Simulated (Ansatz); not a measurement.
**What a trial cell of Ca relaxes into**

Level of theory: Ansatz 0.2.0, DFT PBEsol, scalar-relativistic, plane waves, PAW.

The start puts Ca on the simple hexagonal structure type (P6/mmm, No. 191), at a guessed volume.

The final relaxation ran on this input, with the default PAW datasets:

```yaml
crystal:
  lattice:
    - [3.7014823744, 0.0, 0.0]
    - [-1.8507411872, 3.2055777679, 0.0]
    - [0.0, 0.0, 3.4422981094]
  atoms:
    - { symbol: Ca, position: [0.0, 0.0, 0.0] }
basis:
  ecutwfc: 420
kpoints:
  mp_grid: { grid: [18, 18, 16] }
hamiltonian:
  xc: pbesol
scf:
  occupations: { method: gaussian, width: 0.1 }
output:
  forces: true
  stress: true
  eigenvalues: true
relax:
  adjacent_minimum: "off"
  f_tol: 0.01
  max_steps: 80
  cell: { stress_tol: 0.05 }
```

It can be run as:

```bash
ansatz run input.yaml --threads 1 --pin off --backend cpu --events-out ev --progress --plain --runs-dir out  # memory cap (--max-ram) not shown
```

End of the output:

```
SCF converged after 3 iterations
Free energy (F): -1793.505626 eV
Harris-Foulkes:  -1793.505626 eV  (|F-HF|=4.55e-13)
Internal energy: -1793.498886 eV  (E = F + TS)
E sigma→0 (E₀):  -1793.502256 eV
Entropy (-TS):   -0.006740 eV (-6.740 meV/atom)
Fermi energy:    5.017028 eV
--- Per-component energies (eV) ---
  E_band       = -173.336138
  E_kinetic    = 275.744248
  E_local      = -849.292504  (includes V_loc(G=0)·N_el)
  E_nonlocal   = 64.794090
  E_hartree    = 284.275528
  E_xc         = -134.323841
  E_vxc        = -168.304736  (∫ρ·V_xc dr)
  E_paw        = -836.745688  (= ΣΔE_a)
  E_vpaw       = -64.828224  (= ΣTr[D̂ρ^β])
  E_aug_tail   = -0.000006  (compensation charges beyond the density's cutoff)
  E_ewald      = -598.069508
  E_core_change = 0.118794  (= ΣΔE_core)
  E_smearing   = -0.006740  (= −TS)
  E_closure    = 0.000000  (closes the sum)
  Σ components = -1793.505626   (vs F -1793.505626, Δ=0.00e0)
--- Forces (eV/Å), atoms counted from 1 ---
  atom   1  Ca     0.00000000     0.00000000     0.00000000
  max |Σ_I F_I| component: 1.64e-32 eV/Å
--- Stress (GPa, compression-positive) ---
       -0.000817       0.000000       0.000000
        0.000000      -0.000817       0.000000
        0.000000       0.000000      -0.009408
  P = ⅓ Tr σ = -0.0037 GPa (-0.037 kbar)
--- Relaxed structure (1 steps of the walk, 1 accepted, 1 SCFs on fresh bases) ---
  F+E_penalty+E_count = -1793.50562634 eV   max|allowed force component| = 0.000e0 eV/Å   (the final SCF, on the basis selected at the relaxed cell)
  cell:  # Å, volume = 40.8442 Å³
    - [3.701482, 0.0, 0.0]
    - [-1.850741, 3.205578, 0.0]
    - [0.0, 0.0, 3.442298]
  atoms:
    - { symbol: Ca, position: [0.0, 0.0, 0.0] }
```

Absolute energies hang on the potentials; compare differences alone.

The result has space group P6/mmm (No. 191). Around Ca lie 2 Ca at 3.44 Å and 6 Ca at 3.70 Å.

It lies 0.23 eV/atom above the element's standard state at the same level.

For metals, differences of a few meV/atom aren't resolved.

Symmetry constrained the relaxation, so the result can be a saddle point.